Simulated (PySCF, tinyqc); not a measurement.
Worked calculation (part 1 of 2): RHF in the sto-6g basis, for CH2, spin multiplicity 1. This run ends on a higher stationary point, not on the lowest solution. The lowest restricted solution is unstable here: a spin-polarised one lies 0.0301 hartree lower (PySCF). Computed by tinyqc, a small Python program that keeps every step (integrals from PySCF). Settings: charge = 0, multiplicity = 1, basis = sto-6g, energy threshold = 1e-10, iteration cap = 63, orthogonalisation = symmetric, start = core, DIIS depth = 3, damping = 0.5, method = RHF. Command: `OMP_NUM_THREADS=1 python tinyqc.py 29036 29037 out.jsonl` (the two numbers bound the seeds that draw the settings). One thread of a shared host (Intel(R) Xeon(R) Processor @ 2.60GHz), about 0.1 s of CPU time with the checks. Later iterations appear only in the table of the cycle.

## One-electron integrals

Geometry (angstrom):

| atom | x | y | z |
|---|---|---|---|
| C | 0.0000 | 0.0000 | 0.0000 |
| H | 0.0000 | 1.0880 | 0.6770 |
| H | 0.0000 | -1.0880 | 0.6770 |

Basis sto-6g: exponents (1/bohr^2) and contraction coefficients of normalised primitives:

| element | l (shell) | exponent | coefficient |
|---|---|---|---|
| C | s (1) | 742.7370 | 0.0092 |
| C | s (1) | 136.1800 | 0.0494 |
| C | s (1) | 38.0983 | 0.1685 |
| C | s (1) | 13.0878 | 0.3706 |
| C | s (1) | 5.0824 | 0.4165 |
| C | s (1) | 2.0932 | 0.1303 |
| C | s (2) | 30.4972 | -0.0133 |
| C | s (2) | 6.0362 | -0.0470 |
| C | s (2) | 1.8760 | -0.0338 |
| C | s (2) | 0.7218 | 0.2502 |
| C | s (2) | 0.3135 | 0.5951 |
| C | s (2) | 0.1437 | 0.2407 |
| C | p (3) | 30.4972 | 0.0038 |
| C | p (3) | 6.0362 | 0.0377 |
| C | p (3) | 1.8760 | 0.1739 |
| C | p (3) | 0.7218 | 0.4180 |
| C | p (3) | 0.3135 | 0.4259 |
| C | p (3) | 0.1437 | 0.1017 |
| H | s (1) | 35.5232 | 0.0092 |
| H | s (1) | 6.5131 | 0.0494 |
| H | s (1) | 1.8221 | 0.1685 |
| H | s (1) | 0.6260 | 0.3706 |
| H | s (1) | 0.2431 | 0.4165 |
| H | s (1) | 0.1001 | 0.1303 |

Overlap, kinetic and nuclear-attraction integrals over the contracted functions; the nuclear repulsion is the sum of Za Zb / Rab.

nuclear repulsion = 5.198673 hartree

overlap S:
```
         1C 1s   1C 2s  1C 2px   1C 2py  1C 2pz   2H 1s    3H 1s
1C 1s   1.0000  0.2432  0.0000   0.0000  0.0000  0.0417   0.0417
1C 2s   0.2432  1.0000  0.0000   0.0000  0.0000  0.3875   0.3875
1C 2px  0.0000  0.0000  1.0000   0.0000  0.0000  0.0000   0.0000
1C 2py  0.0000  0.0000  0.0000   1.0000  0.0000  0.3366  -0.3366
1C 2pz  0.0000  0.0000  0.0000   0.0000  1.0000  0.2094   0.2094
2H 1s   0.0417  0.3875  0.0000   0.3366  0.2094  1.0000   0.0901
3H 1s   0.0417  0.3875  0.0000  -0.3366  0.2094  0.0901   1.0000
```

kinetic energy T (hartree):
```
          1C 1s    1C 2s  1C 2px   1C 2py  1C 2pz    2H 1s    3H 1s
1C 1s   16.0686  -0.4928  0.0000   0.0000  0.0000  -0.0094  -0.0094
1C 2s   -0.4928   0.4924  0.0000   0.0000  0.0000   0.0538   0.0538
1C 2px   0.0000   0.0000  1.4792   0.0000  0.0000   0.0000   0.0000
1C 2py   0.0000   0.0000  0.0000   1.4792  0.0000   0.1380  -0.1380
1C 2pz   0.0000   0.0000  0.0000   0.0000  1.4792   0.0859   0.0859
2H 1s   -0.0094   0.0538  0.0000   0.1380  0.0859   0.7685  -0.0121
3H 1s   -0.0094   0.0538  0.0000  -0.1380  0.0859  -0.0121   0.7685
```

nuclear attraction V (hartree):
```
           1C 1s    1C 2s   1C 2px   1C 2py   1C 2pz    2H 1s    3H 1s
1C 1s   -34.8339  -3.8193   0.0000   0.0000  -0.0137  -0.7357  -0.7357
1C 2s    -3.8193  -5.9764   0.0000   0.0000  -0.1421  -1.8799  -1.8799
1C 2px    0.0000   0.0000  -5.9154   0.0000   0.0000   0.0000   0.0000
1C 2py    0.0000   0.0000   0.0000  -6.0468   0.0000  -1.5071   1.5071
1C 2pz   -0.0137  -0.1421   0.0000   0.0000  -5.9663  -0.9647  -0.9647
2H 1s    -0.7357  -1.8799   0.0000  -1.5071  -0.9647  -3.9360  -0.3888
3H 1s    -0.7357  -1.8799   0.0000   1.5071  -0.9647  -0.3888  -3.9360
```

core Hamiltonian H = T + V (hartree):
```
           1C 1s    1C 2s   1C 2px   1C 2py   1C 2pz    2H 1s    3H 1s
1C 1s   -18.7652  -4.3121   0.0000   0.0000  -0.0137  -0.7452  -0.7452
1C 2s    -4.3121  -5.4840   0.0000   0.0000  -0.1421  -1.8261  -1.8261
1C 2px    0.0000   0.0000  -4.4362   0.0000   0.0000   0.0000   0.0000
1C 2py    0.0000   0.0000   0.0000  -4.5676   0.0000  -1.3691   1.3691
1C 2pz   -0.0137  -0.1421   0.0000   0.0000  -4.4871  -0.8788  -0.8788
2H 1s    -0.7452  -1.8261   0.0000  -1.3691  -0.8788  -3.1675  -0.4009
3H 1s    -0.7452  -1.8261   0.0000   1.3691  -0.8788  -0.4009  -3.1675
```

## Two-electron integrals

Functions are numbered as in S; the eight-fold symmetry (ij|kl) = (ji|kl) = (kl|ij) leaves the list below.

Two-electron integrals (ij|kl) in chemists' order, unique and non-zero (hartree):
```
(11|11) 3.5437      (21|11) 0.5295      (21|21) 0.1003      (22|11) 0.8536
(22|21) 0.1999      (22|22) 0.6248      (31|31) 0.0213      (32|31) 0.0319
(32|32) 0.1381      (33|11) 0.8536      (33|21) 0.1999      (33|22) 0.6248
(33|33) 0.6732      (41|41) 0.0213      (42|41) 0.0319      (42|42) 0.1381
(43|43) 0.0363      (44|11) 0.8536      (44|21) 0.1999      (44|22) 0.6248
(44|33) 0.6007      (44|44) 0.6732      (51|51) 0.0213      (52|51) 0.0319
(52|52) 0.1381      (53|53) 0.0363      (54|54) 0.0363      (55|11) 0.8536
(55|21) 0.1999      (55|22) 0.6248      (55|33) 0.6007      (55|44) 0.6007
(55|55) 0.6732      (61|11) 0.0954      (61|21) 0.0174      (61|22) 0.0342
(61|33) 0.0341      (61|41) 0.0010      (61|42) 0.0019      (61|44) 0.0343
(61|51) 0.0006      (61|52) 0.0012      (61|54) 1.73e-04    (61|55) 0.0342
(61|61) 0.0031      (62|11) 0.2444      (62|21) 0.0582      (62|22) 0.2023
(62|33) 0.1973      (62|41) 0.0050      (62|42) 0.0345      (62|44) 0.2080
(62|51) 0.0031      (62|52) 0.0215      (62|54) 0.0066      (62|55) 0.2015
(62|61) 0.0104      (62|62) 0.0893      (63|31) 0.0060      (63|32) 0.0314
(63|43) 0.0066      (63|53) 0.0041      (63|63) 0.0104      (64|11) 0.1846
(64|21) 0.0445      (64|22) 0.1638      (64|33) 0.1558      (64|41) 0.0093
(64|42) 0.0568      (64|44) 0.1769      (64|51) 0.0020      (64|52) 0.0158
(64|54) 0.0090      (64|55) 0.1588      (64|61) 0.0084      (64|62) 0.0857
(64|64) 0.0911      (65|11) 0.1149      (65|21) 0.0277      (65|22) 0.1019
(65|33) 0.0969      (65|41) 0.0020      (65|42) 0.0158      (65|44) 0.1018
(65|51) 0.0073      (65|52) 0.0412      (65|54) 0.0097      (65|55) 0.1070
(65|61) 0.0052      (65|62) 0.0533      (65|64) 0.0502      (65|65) 0.0416
(66|11) 0.4086      (66|21) 0.0991      (66|22) 0.3922      (66|33) 0.3722
(66|41) 0.0101      (66|42) 0.0946      (66|44) 0.4155      (66|51) 0.0063
(66|52) 0.0588      (66|54) 0.0270      (66|55) 0.3889      (66|61) 0.0180
(66|62) 0.2261      (66|64) 0.2389      (66|65) 0.1487      (66|66) 0.7750
(71|11) 0.0954      (71|21) 0.0174      (71|22) 0.0342      (71|33) 0.0341
(71|41) -0.0010     (71|42) -0.0019     (71|44) 0.0343      (71|51) 0.0006
(71|52) 0.0012      (71|54) -1.73e-04   (71|55) 0.0342      (71|61) 0.0030
(71|62) 0.0098      (71|64) 0.0071      (71|65) 0.0049      (71|66) 0.0166
(71|71) 0.0031      (72|11) 0.2444      (72|21) 0.0582      (72|22) 0.2023
(72|33) 0.1973      (72|41) -0.0050     (72|42) -0.0345     (72|44) 0.2080
(72|51) 0.0031      (72|52) 0.0215      (72|54) -0.0066     (72|55) 0.2015
(72|61) 0.0098      (72|62) 0.0618      (72|64) 0.0433      (72|65) 0.0360
(72|66) 0.1201      (72|71) 0.0104      (72|72) 0.0893      (73|31) 0.0060
(73|32) 0.0314      (73|43) -0.0066     (73|53) 0.0041      (73|63) 0.0067
(73|73) 0.0104      (74|11) -0.1846     (74|21) -0.0445     (74|22) -0.1638
(74|33) -0.1558     (74|41) 0.0093      (74|42) 0.0568      (74|44) -0.1769
(74|51) -0.0020     (74|52) -0.0158     (74|54) 0.0090      (74|55) -0.1588
(74|61) -0.0071     (74|62) -0.0433     (74|64) -0.0248     (74|65) -0.0247
(74|66) -0.0798     (74|71) -0.0084     (74|72) -0.0857     (74|74) 0.0911
(75|11) 0.1149      (75|21) 0.0277      (75|22) 0.1019      (75|33) 0.0969
(75|41) -0.0020     (75|42) -0.0158     (75|44) 0.1018      (75|51) 0.0073
(75|52) 0.0412      (75|54) -0.0097     (75|55) 0.1070      (75|61) 0.0049
(75|62) 0.0360      (75|64) 0.0247      (75|65) 0.0271      (75|66) 0.0736
(75|71) 0.0052      (75|72) 0.0533      (75|74) -0.0502     (75|75) 0.0416
(76|11) 0.0491      (76|21) 0.0117      (76|22) 0.0426      (76|33) 0.0414
(76|44) 0.0426      (76|51) 0.0010      (76|52) 0.0077      (76|55) 0.0436
(76|61) 0.0021      (76|62) 0.0168      (76|64) 0.0141      (76|65) 0.0110
(76|66) 0.0400      (76|71) 0.0021      (76|72) 0.0168      (76|74) -0.0141
(76|75) 0.0110      (76|76) 0.0040      (77|11) 0.4086      (77|21) 0.0991
(77|22) 0.3922      (77|33) 0.3722      (77|41) -0.0101     (77|42) -0.0946
(77|44) 0.4155      (77|51) 0.0063      (77|52) 0.0588      (77|54) -0.0270
(77|55) 0.3889      (77|61) 0.0166      (77|62) 0.1201      (77|64) 0.0798
(77|65) 0.0736      (77|66) 0.2427      (77|71) 0.0180      (77|72) 0.2261
(77|74) -0.2389     (77|75) 0.1487      (77|76) 0.0400      (77|77) 0.7750
```

## Orthogonalisation

S = U s U^T; symmetric (Loewdin) form X = U s^(-1/2) U^T, so that X^T S X = 1.

eigenvalues of S: 0.3960  0.4768  0.8765  1.0000  1.0965  1.4331  1.7212

X:
```
          1C 1s    1C 2s  1C 2px   1C 2py   1C 2pz    2H 1s    3H 1s
1C 1s    1.0251  -0.1419  0.0000   0.0000  -0.0082   0.0207   0.0207
1C 2s   -0.1419   1.1745  0.0000   0.0000   0.0799  -0.2440  -0.2440
1C 2px   0.0000   0.0000  1.0000   0.0000   0.0000   0.0000   0.0000
1C 2py   0.0000   0.0000  0.0000   1.1129   0.0000  -0.2157   0.2157
1C 2pz  -0.0082   0.0799  0.0000   0.0000   1.0422  -0.1293  -0.1293
2H 1s    0.0207  -0.2440  0.0000  -0.2157  -0.1293   1.1517  -0.0189
3H 1s    0.0207  -0.2440  0.0000   0.2157  -0.1293  -0.0189   1.1517
```

## Starting guess

The start is the orbitals of the core Hamiltonian; D = 2 C_occ C_occ^T.

D at the start:
```
          1C 1s    1C 2s  1C 2px   1C 2py   1C 2pz    2H 1s    3H 1s
1C 1s    2.1215  -0.5186  0.0000   0.0000  -0.2108   0.0789   0.0789
1C 2s   -0.5186   2.1959  0.0000   0.0000   0.9668  -0.3136  -0.3136
1C 2px   0.0000   0.0000  2.0000   0.0000   0.0000   0.0000   0.0000
1C 2py   0.0000   0.0000  0.0000   2.3339   0.0000  -0.3001   0.3001
1C 2pz  -0.2108   0.9668  0.0000   0.0000   0.4258  -0.1380  -0.1380
2H 1s    0.0789  -0.3136  0.0000  -0.3001  -0.1380   0.0834   0.0062
3H 1s    0.0789  -0.3136  0.0000   0.3001  -0.1380   0.0062   0.0834
```

## Iteration 1: building the Fock matrix

J_ij = sum D_kl (ij|kl), K_ij = sum D_kl (ik|jl); F = H + J - 0.5 K; E = tr D H + tr D J / 2 - 0.25 tr D K + E_nn.

Coulomb J (hartree):
```
          1C 1s   1C 2s  1C 2px   1C 2py  1C 2pz   2H 1s    3H 1s
1C 1s   12.4132  2.2902  0.0000   0.0000  0.0435  0.4034   0.4034
1C 2s    2.2902  5.5197  0.0000   0.0000  0.1952  1.7438   1.7438
1C 2px   0.0000  0.0000  5.5650   0.0000  0.0000  0.0000   0.0000
1C 2py   0.0000  0.0000  0.0000   5.5551  0.0000  1.3850  -1.3850
1C 2pz   0.0435  0.1952  0.0000   0.0000  5.4391  0.8929   0.8929
2H 1s    0.4034  1.7438  0.0000   1.3850  0.8929  3.2369   0.3642
3H 1s    0.4034  1.7438  0.0000  -1.3850  0.8929  0.3642   3.2369
```

exchange K (hartree):
```
         1C 1s   1C 2s  1C 2px   1C 2py  1C 2pz   2H 1s    3H 1s
1C 1s   7.2976  1.1991  0.0000   0.0000  0.0280  0.2281   0.2281
1C 2s   1.1991  1.7619  0.0000   0.0000  0.5451  0.5445   0.5445
1C 2px  0.0000  0.0000  1.7161   0.0000  0.0000  0.0000   0.0000
1C 2py  0.0000  0.0000  0.0000   1.7037  0.0000  0.3481  -0.3481
1C 2pz  0.0280  0.5451  0.0000   0.0000  0.6464  0.2284   0.2284
2H 1s   0.2281  0.5445  0.0000   0.3481  0.2284  0.2811   0.1079
3H 1s   0.2281  0.5445  0.0000  -0.3481  0.2284  0.1079   0.2811
```

Fock matrix F (hartree):
```
           1C 1s    1C 2s  1C 2px   1C 2py   1C 2pz    2H 1s    3H 1s
1C 1s   -10.0009  -2.6214  0.0000   0.0000   0.0159  -0.4559  -0.4559
1C 2s    -2.6214  -0.8452  0.0000   0.0000  -0.2194  -0.3545  -0.3545
1C 2px    0.0000   0.0000  0.2707   0.0000   0.0000   0.0000   0.0000
1C 2py    0.0000   0.0000  0.0000   0.1356   0.0000  -0.1582   0.1582
1C 2pz    0.0159  -0.2194  0.0000   0.0000   0.6289  -0.1002  -0.1002
2H 1s    -0.4559  -0.3545  0.0000  -0.1582  -0.1002  -0.0711  -0.0907
3H 1s    -0.4559  -0.3545  0.0000   0.1582  -0.1002  -0.0907  -0.0711
```

total energy of this density = -37.084386 hartree

This density is the starting one.

## Iteration 1: diagonalisation and new density

Diagonalise F' = X^T F X, C = X C', fill 4 alpha and 4 beta electrons from the bottom; D = 2 C_occ C_occ^T; the new density keeps 0.5 of the old one (damping). Each column has its largest component positive (the first on a tie).

F' = X^T F X (hartree):
```
         1        2       3        4        5        6        7
1  -9.7983  -1.4178  0.0000   0.0000   0.0232  -0.0551  -0.0551
2  -1.4178  -0.1993  0.0000   0.0000  -0.1102  -0.2581  -0.2581
3   0.0000   0.0000  0.2707   0.0000   0.0000   0.0000   0.0000
4   0.0000   0.0000  0.0000   0.3217   0.0000  -0.2583   0.2583
5   0.0232  -0.1102  0.0000   0.0000   0.7049  -0.1634  -0.1634
6  -0.0551  -0.2581  0.0000  -0.2583  -0.1634   0.1682  -0.0310
7  -0.0551  -0.2581  0.0000   0.2583  -0.1634  -0.0310   0.1682
```

orbital energies (hartree): MO1 -10.0050, MO2 -0.3374, MO3 -0.1099, MO4 0.2707, MO5 0.3993, MO6 0.6308, MO7 0.7876

coefficients C:
```
            MO1      MO2      MO3     MO4      MO5      MO6      MO7
1C 1s    0.9944  -0.2013   0.0000  0.0000  -0.2054   0.0000  -0.0187
1C 2s    0.0237   0.6595   0.0000  0.0000   1.0210   0.0000   0.2173
1C 2px   0.0000   0.0000   0.0000  1.0000   0.0000   0.0000   0.0000
1C 2py   0.0000   0.0000   0.4861  0.0000   0.0000   1.0466   0.0000
1C 2pz   0.0006   0.1720   0.0000  0.0000  -0.0966   0.0000   1.0426
2H 1s   -0.0043   0.3095   0.4925  0.0000  -0.6785  -0.6994  -0.4025
3H 1s   -0.0043   0.3095  -0.4925  0.0000  -0.6785   0.6994  -0.4025
```

D after iteration 1:
```
          1C 1s    1C 2s  1C 2px   1C 2py   1C 2pz    2H 1s    3H 1s
1C 1s    2.0901  -0.3685  0.0000   0.0000  -0.1394  -0.0272  -0.0272
1C 2s   -0.3685   1.5335  0.0000   0.0000   0.5968   0.0472   0.0472
1C 2px   0.0000   0.0000  2.0000   0.0000   0.0000   0.0000   0.0000
1C 2py   0.0000   0.0000  0.0000   1.4032   0.0000   0.0893  -0.0893
1C 2pz  -0.1394   0.5968  0.0000   0.0000   0.2425  -0.0158  -0.0158
2H 1s   -0.0272   0.0472  0.0000   0.0893  -0.0158   0.3800  -0.1436
3H 1s   -0.0272   0.0472  0.0000  -0.0893  -0.0158  -0.1436   0.3800
```

## Iteration 2: building the Fock matrix

As before.

Coulomb J (hartree):
```
          1C 1s   1C 2s  1C 2px   1C 2py  1C 2pz   2H 1s    3H 1s
1C 1s   11.8284  2.1634  0.0000   0.0000  0.0374  0.3814   0.3814
1C 2s    2.1634  5.2454  0.0000   0.0000  0.2055  1.6984   1.6984
1C 2px   0.0000  0.0000  5.2840   0.0000  0.0000  0.0000   0.0000
1C 2py   0.0000  0.0000  0.0000   5.2825  0.0000  1.3676  -1.3676
1C 2pz   0.0374  0.2055  0.0000   0.0000  5.1698  0.8863   0.8863
2H 1s    0.3814  1.6984  0.0000   1.3676  0.8863  3.3285   0.3580
3H 1s    0.3814  1.6984  0.0000  -1.3676  0.8863  0.3580   3.3285
```

exchange K (hartree):
```
         1C 1s   1C 2s  1C 2px   1C 2py  1C 2pz   2H 1s    3H 1s
1C 1s   7.2425  1.1786  0.0000   0.0000  0.0145  0.2206   0.2206
1C 2s   1.1786  1.6170  0.0000   0.0000  0.4596  0.6412   0.6412
1C 2px  0.0000  0.0000  1.6523   0.0000  0.0000  0.0000   0.0000
1C 2py  0.0000  0.0000  0.0000   1.4075  0.0000  0.4732  -0.4732
1C 2pz  0.0145  0.4596  0.0000   0.0000  0.5470  0.2707   0.2707
2H 1s   0.2206  0.6412  0.0000   0.4732  0.2707  0.6982   0.1131
3H 1s   0.2206  0.6412  0.0000  -0.4732  0.2707  0.1131   0.6982
```

Fock matrix F (hartree):
```
           1C 1s    1C 2s  1C 2px   1C 2py   1C 2pz    2H 1s    3H 1s
1C 1s   -10.5581  -2.7380  0.0000   0.0000   0.0165  -0.4740  -0.4740
1C 2s    -2.7380  -1.0471  0.0000   0.0000  -0.1664  -0.4483  -0.4483
1C 2px    0.0000   0.0000  0.0216   0.0000   0.0000   0.0000   0.0000
1C 2py    0.0000   0.0000  0.0000   0.0112   0.0000  -0.2381   0.2381
1C 2pz    0.0165  -0.1664  0.0000   0.0000   0.4092  -0.1279  -0.1279
2H 1s    -0.4740  -0.4483  0.0000  -0.2381  -0.1279  -0.1881  -0.0995
3H 1s    -0.4740  -0.4483  0.0000   0.2381  -0.1279  -0.0995  -0.1881
```

total energy of this density = -37.752683 hartree

This density is a damped mixture and is not idempotent.

## Iteration 2: DIIS over 2 matrices

error matrix X^T (FDS - SDF) X:
```
         1        2       3        4        5        6        7
1   0.0000   0.0720  0.0000   0.0000  -0.1203  -0.0708  -0.0708
2  -0.0720   0.0000  0.0000   0.0000  -0.2383   0.2600   0.2600
3   0.0000   0.0000  0.0000   0.0000   0.0000   0.0000   0.0000
4   0.0000   0.0000  0.0000   0.0000   0.0000   0.3029  -0.3029
5   0.1203   0.2383  0.0000   0.0000   0.0000   0.1617   0.1617
6   0.0708  -0.2600  0.0000  -0.3029  -0.1617   0.0000   0.0000
7   0.0708  -0.2600  0.0000   0.3029  -0.1617   0.0000   0.0000
```

B (overlaps of the stored error matrices):
```
               1              2
1  2.7716685e+00  1.5863420e+00
2  1.5863420e+00  9.1479109e-01
```

Minimise |sum c_i e_i|^2 with sum c_i = 1: solve [B -1; -1 0][c; lambda] = [0; -1] with B_ij = tr e_i^T e_j, and take F = sum c_i F_i.

DIIS coefficients: -1.3071  2.3071

extrapolated F (hartree):
```
           1C 1s    1C 2s   1C 2px   1C 2py   1C 2pz    2H 1s    3H 1s
1C 1s   -11.2865  -2.8904   0.0000   0.0000   0.0173  -0.4978  -0.4978
1C 2s    -2.8904  -1.3110   0.0000   0.0000  -0.0970  -0.5708  -0.5708
1C 2px    0.0000   0.0000  -0.3040   0.0000   0.0000   0.0000   0.0000
1C 2py    0.0000   0.0000   0.0000  -0.1515   0.0000  -0.3426   0.3426
1C 2pz    0.0173  -0.0970   0.0000   0.0000   0.1220  -0.1640  -0.1640
2H 1s    -0.4978  -0.5708   0.0000  -0.3426  -0.1640  -0.3410  -0.1110
3H 1s    -0.4978  -0.5708   0.0000   0.3426  -0.1640  -0.1110  -0.3410
```

## Iteration 2: diagonalisation and new density

As before.

F' = X^T F X (hartree):
```
          1        2        3        4        5        6        7
1  -11.0814  -1.4863   0.0000   0.0000   0.0057  -0.0463  -0.0463
2   -1.4863  -0.5458   0.0000   0.0000   0.0463  -0.3883  -0.3883
3    0.0000   0.0000  -0.3040   0.0000   0.0000   0.0000   0.0000
4    0.0000   0.0000   0.0000   0.1199   0.0000  -0.3837   0.3837
5    0.0057   0.0463   0.0000   0.0000   0.2055  -0.1868  -0.1868
6   -0.0463  -0.3883   0.0000  -0.3837  -0.1868   0.0008  -0.0160
7   -0.0463  -0.3883   0.0000   0.3837  -0.1868  -0.0160   0.0008
```

orbital energies (hartree): MO1 -11.2888, MO2 -0.7523, MO3 -0.4768, MO4 -0.3040, MO5 0.0514, MO6 0.5529, MO7 0.6134

coefficients C:
```
            MO1      MO2      MO3     MO4      MO5      MO6      MO7
1C 1s    0.9961  -0.2104   0.0000  0.0000   0.1260  -0.1399   0.0000
1C 2s    0.0168   0.7217   0.0000  0.0000  -0.5980   0.8040   0.0000
1C 2px   0.0000   0.0000   0.0000  1.0000   0.0000   0.0000   0.0000
1C 2py   0.0000   0.0000   0.5231  0.0000   0.0000   0.0000   1.0286
1C 2pz  -0.0002   0.0884   0.0000  0.0000   0.7307   0.7643   0.0000
2H 1s   -0.0031   0.2825   0.4672  0.0000   0.3199  -0.7322  -0.7165
3H 1s   -0.0031   0.2825  -0.4672  0.0000   0.3199  -0.7322   0.7165
```

D after iteration 2:
```
          1C 1s    1C 2s  1C 2px   1C 2py   1C 2pz    2H 1s    3H 1s
1C 1s    2.0814  -0.3194  0.0000   0.0000  -0.0885  -0.0761  -0.0761
1C 2s   -0.3194   1.2879  0.0000   0.0000   0.3622   0.2274   0.2274
1C 2px   0.0000   0.0000  2.0000   0.0000   0.0000   0.0000   0.0000
1C 2py   0.0000   0.0000  0.0000   0.9753   0.0000   0.2891  -0.2891
1C 2pz  -0.0885   0.3622  0.0000   0.0000   0.1291   0.0171   0.0171
2H 1s   -0.0761   0.2274  0.0000   0.2891   0.0171   0.4881  -0.2103
3H 1s   -0.0761   0.2274  0.0000  -0.2891   0.0171  -0.2103   0.4881
```
